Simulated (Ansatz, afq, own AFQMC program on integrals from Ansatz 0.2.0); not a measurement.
AFQMC on a folder of integrals that Ansatz 0.2.0 wrote.

```yaml
crystal:
  periodic: [false, false, false]
  atoms:
    - {symbol: Br, position_ang: [0.000000, 0.000000, 0.000000]}
basis:
  gaussian: {orbitals: cc-pVTZ}
magnetization: {spin_polarized: true, initial_magnetization: 1}
correlation: {method: ccsd_t, electrons: outside_noble_gas, hamiltonian_folder: ham}
```

```sh
$ ansatz run in.yaml --threads 1 --pin off --events-out ev --progress --plain --max-ram 24576MiB --backend cuda --devices 0, --max-vram 18GiB
```

Options of the walk:

```
--method phaseless --trial hf --walkers 4000 --populations 20 --least-time 40 --time-step 0.005 --steps-per-block 20 --equilibration-blocks 112 --max-blocks 4000 --target-error 0.00048 --factor-cut 1e-05 --start spin_pure --seed 9174 --taylor-order 6
```

Times are imaginary, in 1/Eh. The walk had a cap of 49 s. With eight or more populations the least sampling time is a fifth of least-time, and the error comes from their spread. Filled inner d shells are frozen with the cores.

afq prints:

```
orbitals 29  electrons 4 3  factors 200 of 276
reference energy -2572.44508543 Eh
CCSD correlation -0.15307581 Eh in 7 cycles, weight of the determinant in the CISD state 0.9350
energy of the start -2572.445206 Eh
 block  time / (1/Eh)  mean weight  energy / Eh
     1     0.100  1.0004  -2572.480069
     2     0.200  1.0011  -2572.506228
     3     0.300  1.0009  -2572.526890
     4     0.400  1.0010  -2572.542017
     5     0.500  1.0011  -2572.553087
     8     0.800  1.0008  -2572.574937
    13     1.300  1.0001  -2572.594770
    31     3.100  1.0000  -2572.603421
    43     4.300  1.0002  -2572.606163
    49     4.900  1.0000  -2572.603625
    67     6.700  1.0000  -2572.604705
    85     8.500  1.0001  -2572.604477
   103    10.300  1.0000  -2572.601525
   121    12.100  1.0002  -2572.602879
   139    13.900  1.0000  -2572.598699
   157    15.700  0.9999  -2572.598397
   175    17.500  0.9999  -2572.599277
   193    19.300  0.9999  -2572.600804
   205    20.500  1.0001  -2572.597646
   211    21.100  1.0002  -2572.600039
   229    22.900  0.9998  -2572.599292
   247    24.700  1.0001  -2572.599431
   265    26.500  1.0000  -2572.600089
   271    27.100  1.0001  -2572.599970
error from the spread of 20 populations
energy -2572.600027 +/- 0.000473 Eh
(rows thinned)
```

The run passed its tests (sampling time, drift between the halves within three errors, error under three times the target), which doesn't prove that it has relaxed.

Against this walk (error 12.9 meV) on the same determinant: CCSD(T) 70.7 meV lower, CCSDT(Q) 88.5 meV lower, CCSDTQ 88.7 meV lower, a separate phaseless walk with a CISD trial and standard settings 81.8 ± 13.0 meV lower. The error is statistical and leaves out the bias of the constraint. CCSDTQ is the surest value here, so the walk's 89 meV above it is most likely the bias of the constraint with this trial, which can have either sign.

Cautions: constraint bias not in the error; no relativity below Rb; no spin-orbit coupling; inner d shell frozen.

The walk took 28 s on 1 × NVIDIA H100 80GB HBM3 with 2 threads of AMD EPYC 7R13 Processor (Zen 3) (shared host) (the card was shared). The log's last line is the phaseless energy.

CCSDT and higher add their correlation energy to the determinant of the CCSD(T) run, since their own runs factorise the integrals more tightly (a shift of under 2 meV). A walk keeps the symmetry of its determinant, which the program's search chose and which needn't be the lowest solution, so a lower state of the same spin and another symmetry isn't excluded.
